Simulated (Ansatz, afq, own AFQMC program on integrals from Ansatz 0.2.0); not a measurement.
**SiGeH⁺, triplet: AFQMC among the cluster methods**

```xyz
3

Si    0.0000   -0.0368    1.6490
Ge    0.0000   -0.0037   -0.6463
H     0.0000    1.2915    0.6314
```

Connectivity, by distances: Si–Ge, 1 bridging H.

Basis cc-pVDZ. Only valence electrons are correlated. AFQMC by an in-house program on the Cholesky factors that Ansatz 0.2.0 writes for its CCSD(T) run. The CISD trial takes its coefficients from CCSD amplitudes. Released means that phaseless walkers are propagated on without the constraint, phases kept. Error bars are statistical, one sigma. No spin–orbit coupling.

Determinant: UHF, the one that the program's search chose, which needn't be the lowest solution. The geometry is a PBE0/def2-TZVP stationary point of this or a neighbouring charge and spin state.

No full CI on the walks' own integrals is used here; CCSDTQ serves as the reference and is uncertain by about the last step of the cluster series.

Cautions: no relativity below Rb; no spin-orbit coupling; inner d shell frozen; unrestricted determinant slightly spin contaminated (⟨S²⟩ 2.05 against 2.00); the released energies are still falling, so no released level is given (meV from the phaseless value at times in 1/Eh: -4 ± 4 at 0.24, -11 ± 3 at 0.51, -16 ± 3 at 0.99, -17 ± 3 at 1.62, -20 ± 3 at 2.40), though the last usable value meets CCSDTQ within the noise.

The T1 diagnostic is 0.0289 and the weight of the determinant in the CISD state is 0.862. The ⟨S²⟩ of the determinant is 2.051 and the size of the correlated space is 8 electrons in 31 orbitals.

Reference: CCSDTQ, correlation energy -4.635 eV.

| level | E − E(reference) (kJ/mol) | share of correlation (%) |
| --- | --- | --- |
| HF | 447.2 | 0.00 |
| MP2 | 113.1 | 74.71 |
| CCSD | 25.2 | 94.37 |
| CCSD(T) | 5.8 | 98.71 |
| CCSDT | 1.4 | 99.70 |
| CCSDT(Q) | 0.1 | 99.99 |
| ph-AFQMC/CISD | 2.4 ± 0.3 | 99.47 |

CCSDT and higher add their correlation energy to the determinant of the CCSD(T) run, since their own runs factorise the integrals more tightly (a shift of under 2 meV). A walk keeps the symmetry of its determinant, which the program's search chose and which needn't be the lowest solution, so a lower state of the same spin and another symmetry isn't excluded.
